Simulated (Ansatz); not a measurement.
Antifluorite Cu2Se (high-temperature phase) was calculated with PBEsol (plane waves, PAW; Ansatz, a program for electronic structure).

Excerpt of the program's output:

```
WARN output.stress: scf.convergence.dr2_threshold = 1e-7 eV (the SCF's general default) is looser than the 3e-10 eV advised for a printed stress (1e-10 eV for …
Relaxation: its limit of steps is 80 (relax.max_steps)
Crystal: 3 atoms, lattice volume = 45.819 Å³
Basis set: ecut = 520 eV, 1243 PW (Γ), exchange–correlation on 60×60×60 points (8 copies of the dense FFT grid, shifted against one another)
Bands: 33, of which v1, the nominal top of the filled ones, is band 27 counted from 1 (26 counted from 0)
Symmetry: 48 space group operations
Space group: Fm-3m (ITA 225), of the structure as read, at distance tolerance 3.6e-5 Å
k-points: 145 of 4096
Initial density: superposition of atomic densities (chi_scale 0.1, normalization cell, long waves kept (reshape's long-wave potential 0.00 eV rms))
Functional: x = pbesol(κ = 0.804, μ = 0.12345679012345678), c = pbesol(β = 0.046)
SCF iter   1: F=—  HF=-18601.958296 eV  |F-HF|=—  |Δ(HF+E_count)|=         —  Δρ=4.53e-2  dr2=8.97e-1
SCF iter   2: F=—  HF=-18601.798852 eV  |F-HF|=—  |Δ(HF+E_count)|=   1.59e-1  Δρ=2.39e-2  dr2=2.85e-1
  ...
SCF iter   9: F=—  HF=-18601.679529 eV  |F-HF|=—  |Δ(HF+E_count)|=   8.29e-7  Δρ=1.94e-5  dr2=1.11e-7
SCF iter  10: F=-18601.679529 eV  HF=-18601.679529 eV  |F-HF|=2.62e-10  |Δ(HF+E_count)|=   3.15e-9  Δρ=9.28e-7  dr2=4.09e-10
SCF 1 converged in 10 iterations: F = -18601.679529 eV  dr2 = 4.09e-10
SCF converged after 10 iterations
Free energy (F): -18601.679529 eV
Internal energy: -18601.678282 eV  (E = F + TS)
E sigma→0 (E₀):  -18601.678905 eV
Fermi energy:    13.767594 eV
--- Stress (GPa, compression-positive) ---
        2.112116       0.000000      -0.000000
        0.000000       2.112116       0.000000
       -0.000000       0.000000       2.112116
  P = ⅓ Tr σ = 2.1121 GPa (21.121 kbar)
```

Question: Write an input file that could have produced this run (the log leaves some choices open).

Answer: One answer among several that fit: 
Ansatz 0.2 input:
```yaml
crystal:
  lattice:
    - [0.0, 2.8401336713, 2.8401336713]
    - [2.8401336713, 0.0, 2.8401336713]
    - [2.8401336713, 2.8401336713, 0.0]
  atoms:
    - { symbol: Cu, position: [0.75, 0.75, 0.75] }
    - { symbol: Cu, position: [0.25, 0.25, 0.25] }
    - { symbol: Se, position: [0.0, 0.0, 0.0] }
basis:
  ecutwfc: 520
  ecutrho_ratio: 4
  xc_grid: 2
kpoints:
  mp_grid: { grid: [16, 16, 16] }
hamiltonian:
  xc: pbesol
  dispersion: none
  pseudopotentials: { azcp: { folder: ./paw }, kind: paw }
scf:
  occupations: { method: fermi_dirac, width: 0.05 }
output:
  forces: true
  stress: true
  eigenvalues: true
relax:
  f_tol: 0.004
  escape_saddle: false
  max_steps: 80
```

The cell is one volume of an energy–volume scan, off the minimum.

The PAW data were made under PBE.

Note: symmetry holds this phase in the static calculation, where it need not be a minimum. Note: the relaxation could not lower the start's symmetry, so the cell can be a saddle point above a distorted one.

It cost very roughly 40 core-seconds of CPU time.
